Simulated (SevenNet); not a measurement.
**2H MoTe2**

These are the machine-learned potential SevenNet-l3i5 (trained on PBE and PBE+U data) values and carry that method's errors.

Cell: relaxed at this level.

```yaml
equilibrium_lattice_constant_a: 3.559 Å
lattice_parameter_c: 15.237 Å
```

Measured, for comparison: lattice constant a 3.518 Å, lattice parameter c 13.974 Å (300 K, not corrected to a static lattice; as tabulated in arXiv:1605.07067). Computed (rounded) less measured: lattice constant a +1.2 %, lattice parameter c +9.0 %.

A machine-learned potential is trained on density-functional data: it inherits that level's misses and adds fitting errors of its own.

Note: the model's c/a of 4.28 is far from the 3.97 of the starting cell; this model's volume lies 12 % above that of the starting cell (a measured, published or database cell).
